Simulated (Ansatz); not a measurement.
Ansatz (a quantum-chemistry and plane-wave program) input (PBE/def2-TZVPP):

Ansatz 0.2 input:
```yaml
crystal:
  periodic: [false, false, false]
  atoms:
    - {symbol: F, position_ang: [-0.00000000, -0.00000000, -0.09245367]}
    - {symbol: H, position_ang: [0.00000000, 0.00000000, 0.83208299]}
basis:
  gaussian:
    orbitals: def2-TZVPP
hamiltonian:
  xc: {name: PBE}
magnetization: {spin_polarized: false}
```

Output:

```
Functional definition: PBE
integrals: 0.00 GiB planned
215 factors; their error is unknown
mean field: 0.08 GiB planned
mean field evaluation 1: about -2730.2031 eV, gradient 3.5e1 eV
mean field evaluation 2: about -2725.8172 eV, gradient 6.7e1 eV
mean field evaluation 4: about -2731.8465 eV, gradient 3.8e-1 eV
mean field evaluation 8: about -2731.8456 eV, gradient 1.5e-3 eV
mean field -2731.84557323 eV, -100.3934731049 hartree, gradient 4.8e-5 eV, S^2 0.000000; 0 other end points of the search recorded, 0 dependent functions left out
reference -2731.84558540 eV, -100.3934735522 hartree; 5, 5 occupied and 40, 40 virtual orbitals, 215 factors
Total energy: -2731.84558540 eV, -100.3934735522 hartree
```
